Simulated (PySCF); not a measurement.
System: C3H4, net charge 1, doublet state. SMILES of the parent species: C=C=C
Structure (B3LYP-D3(BJ)/def2-TZVP (Ansatz) minimum search):
```xyz
7

C      1.3106     0.0150     0.0000
C      0.0000     0.0000     0.0000
C     -1.3106    -0.0150     0.0000
H      1.8775    -0.4057    -0.8320
H      1.8677     0.4487     0.8320
H     -1.8766     0.3292    -0.8670
H     -1.8686    -0.3722     0.8670
```
Charge +1, spin multiplicity 2.

Dispersion corrections to the total energy (kcal/mol) from the dftd3 and dftd4 libraries through PySCF: D3(BJ) without and D4 with the three-body term, each with the damping fitted for the functional named.

```tsv
functional	D3(BJ)	D4
TPSS	-2.67	-2.03
BLYP	?	-3.43
BHLYP	-2.82	-1.65
TPSSh	-2.42	-1.83
LC-wPBE	?	-1.65
HSE06	?	-1.13
HF	-20.55	-6.09
```

Task: What belongs in the gaps?

Result: 
- BLYP, D3(BJ): -4.55
- LC-wPBE, D3(BJ): -1.92
- HSE06, D3(BJ): -1.30
